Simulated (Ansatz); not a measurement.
`CC(C)(C)F` and `CC(C)C` differ in one atom or group.

Ansatz, PBE0-D4/def2-TZVP geometries, multiplicity 1. 

```csv
property,`CC(C)(C)F`
HOMO–LUMO gap (B3LYP/def2-TZVPP) / eV,9.62
HOMO–LUMO gap (PBE0/def2-TZVPP) / eV,10.18
HOMO energy (PBE0/def2-TZVPP) / eV,-9.12
LUMO energy (PBE0/def2-TZVPP) / eV,1.07
LUMO energy (B3LYP/def2-TZVPP) / eV,0.72
size of the dipole moment (B3LYP/def2-TZVPP) / D,1.89
```

Q: Give the same properties after the change, and the shifts. (Estimate.)

A: The calculation gave: 
| property | `CC(C)C` | shift |
| --- | --- | --- |
| HOMO–LUMO gap (B3LYP/def2-TZVPP) / eV | 9.63 | 0.01 |
| HOMO–LUMO gap (PBE0/def2-TZVPP) / eV | 10.14 | -0.04 |
| HOMO energy (PBE0/def2-TZVPP) / eV | -8.97 | 0.15 |
| LUMO energy (PBE0/def2-TZVPP) / eV | 1.17 | 0.10 |
| LUMO energy (B3LYP/def2-TZVPP) / eV | 0.83 | 0.11 |
| size of the dipole moment (B3LYP/def2-TZVPP) / D | 0.14 | -1.75 |

With PBE0 the HOMO rises by 0.15 eV and the LUMO rises by 0.10 eV, so the gap narrows by about 0.05 eV. PBE moves the HOMO by -0.10 eV and ωB97M-V by 0.20 eV. Dipoles are sizes alone; their direction can turn.

B3LYP here is the variant with VWN-RPA as its local correlation; programs differ in this.
